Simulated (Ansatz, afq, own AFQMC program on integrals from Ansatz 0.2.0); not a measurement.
# CHB, triplet in 6-31G, levels against full CI

```xyz
3

B     0.0000    0.0000    2.3329
C     0.0000    0.0000   -0.6311
H     0.0000    0.0000   -1.7019
```

Connectivity, by distances: B ··· CH.

Basis 6-31G. Noble-gas cores (and the filled d shells of Ga–Kr and In–Xe) are frozen. Ansatz 0.2.0 and our own AFQMC program on the same integrals; the CISD trial comes from CCSD amplitudes, and released means the phaseless constraint is let go. Error bars are statistical, one sigma.

Determinant: ROHF, the one that the program's search chose, which needn't be the lowest solution. The geometry is a point of a scan.

Full CI on the same integrals is exact in this basis and with this determinant's frozen core.

Cautions: lower spins were not checked; a spin-contaminated unrestricted determinant lies lower (UHF 2.10 eV lower, ⟨S²⟩ 2.88); the search met a lower determinant of the same kind, perhaps of another symmetry (1.36 eV lower); strong correlation (T1 0.136, weight of the determinant 0.64, largest double 0.23); (Q) is large, 101 meV, so the cluster series hasn't closed; the released energies get too noisy after the second time (errors over twice the walk's own, or jumping), so no released level is given (meV from the phaseless value at times in 1/Eh: -47 ± 46 at 0.24, -73 ± 10 at 0.51, -257 ± 324 at 0.99, -180 ± 16 at 1.62, -173 ± 75 at 2.40).

The T1 diagnostic is 0.1363, the weight of the determinant in the CISD state is 0.644 and the size of the correlated space is 8 electrons in 18 orbitals.

```csv
level,correlation energy (eV)
MP2,-2.8983
CCSD,-4.6024
CCSD(T),-4.8284
```

**Question.** Estimate where phaseless AFQMC with a CISD trial lies against CCSD(T) on the same integrals.

**Answer.** 16.3 ± 0.5 kJ/mol above CCSD(T).

Reference: full CI, correlation energy -4.891 eV. The cautions show a poor starting determinant, so the rows tell how each method copes with it here, and full CI is the sure value.

```tsv
level	E − E(reference) (kJ/mol)	share of correlation (%)
CCSD(T)	6.0	98.72
CCSDT	4.6	99.03
CCSDT(Q)	-5.2	101.10
CCSDTQ	0.1	99.98
ph-AFQMC/CISD	22.4 ± 0.5	95.26
```

CCSDT and higher add their correlation energy to the determinant of the CCSD(T) run, since their own runs factorise the integrals more tightly (a shift of under 2 meV). A walk keeps the symmetry of its determinant, which the program's search chose and which needn't be the lowest solution, so a lower state of the same spin and another symmetry isn't excluded.
